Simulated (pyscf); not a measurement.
Elementary routes open to H₃C–SiH₂–CH₃ + CH₃• in the gas phase (doublet surface):
A. H₃C–CH₃ + H₃C–SiH₂• (C–Si broken; C–C formed)
B. H₃C–SiH•–CH₃ + CH₄ (H–Si broken; C–H formed)

Single points on ωB97X-D3(BJ)/def2-SVP structures (PySCF, gas phase).

Question: Rank the routes by free-energy barrier at 298 K, lowest first, for ωB97M-D3(BJ)/def2-TZVP energies (ideal gas, 1 atm, RRHO with modes under 100 cm⁻¹ raised to 100, one conformer, R ln 2 for chiral ones without a mode under 150 cm⁻¹).

Answer: B (0.73 eV), A (2.27 eV)

Route B is the fastest of these, ahead of the next by 1.54 eV. The most stable products are those of B (ΔG = -0.46 eV), so kinetics and thermodynamics agree. At 1200 K B is still the fastest. Only these routes are compared; each barrier is that of the saddle found, and lower ones may exist.
